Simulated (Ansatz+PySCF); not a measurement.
Results of a calculation; reference values are marked as such.
## Ansatz (development build ahead of 0.2.0) run

```yaml
crystal:
  periodic: [false, false, false]
  atoms:
    - { symbol: Li, position_ang: [0.0, 0.0, -3.44687] }
    - { symbol: F, position_ang: [0.0, 0.0, 1.14896] }
basis:
  gaussian: { orbitals: cc-pVDZ }
magnetization:
  spin_polarized: true
hamiltonian:
  xc: pbe0
scf:
  omitted_lower_state_checks: [starts, atomic_configurations, cluster_reference, orbital_swaps, given_window_search, neighbouring_geometries, increment]
output:
  forces: true
```

The input is written out in the form of the current development build from the run's settings.

Results

```json
{
  "Converged": "yes",
  "Total energy": "-107.12691 hartree",
  "Spin squared of the determinant": "0.615",
  "Stability test": "minimum"
}
```

Forces (eV/Å):
```json
{"atom": "Li1", "Fx": "0.000", "Fy": "0.000", "Fz": "0.309"}
{"atom": "F2", "Fx": "0.000", "Fy": "0.000", "Fz": "-0.309"}
```

Caution: charge can spread falsely over distant fragments; the unrestricted determinant is spin contaminated.
